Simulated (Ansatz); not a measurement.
Born–Oppenheimer molecular dynamics of C₂H₆N (9 atoms, charge 1, multiplicity 1). It goes on from the last frame of an earlier run, with new velocities.

All numbers below come from RKS PBE0-D4/cc-pVDZ (Ansatz).

- ensemble: NVT, Nosé–Hoover chain
- time step: 1 fs
- steps asked: 150
- set temperature: 500 K
- thermostat: time constant 1 fs, chain length 1
- seed: 552396

First frame:

```xyz
9
Properties=species:S:1:pos:R:3
C -0.584 0.683 -0.962
N 0.023 0.511 0.112
C 0.525 -0.750 0.659
H -0.822 -0.190 -1.586
H -0.906 1.646 -1.363
H 0.332 1.316 0.654
H 0.255 -1.647 0.023
H 1.621 -0.716 0.570
H 0.162 -0.831 1.675
```

(1) How far do the bonds stretch over the last three quarters of this one trajectory? (Pairs bonded in most of those frames.)

## Answers

(1) 
| bond | mean (Å) | spread (Å) | shortest | longest |
| --- | --- | --- | --- | --- |
| C1–N2 | 1.277 | 0.037 | 1.21 | 1.34 |
| C1–H4 | 1.099 | 0.034 | 1.04 | 1.17 |
| C1–H5 | 1.098 | 0.028 | 1.05 | 1.14 |
| N2–C3 | 1.472 | 0.046 | 1.40 | 1.57 |
| N2–H6 | 1.029 | 0.030 | 0.97 | 1.09 |
| C3–H7 | 1.101 | 0.017 | 1.06 | 1.14 |
| C3–H8 | 1.101 | 0.012 | 1.07 | 1.13 |
| C3–H9 | 1.104 | 0.038 | 1.03 | 1.17 |

Mean temperature of the second half: 499 K. The conserved energy stayed within 2.1 meV per atom of its start (net change 1.2 meV per atom), so the integration is sound. A run of 0.15 ps of so small a system gives no equilibrium averages. Limits of this set-up: the dipole of an ion depends on the origin.

Time of the run: 3.7 min on 1 thread of Arm Neoverse V1, with other jobs on the host, peak memory 0.23 GiB.
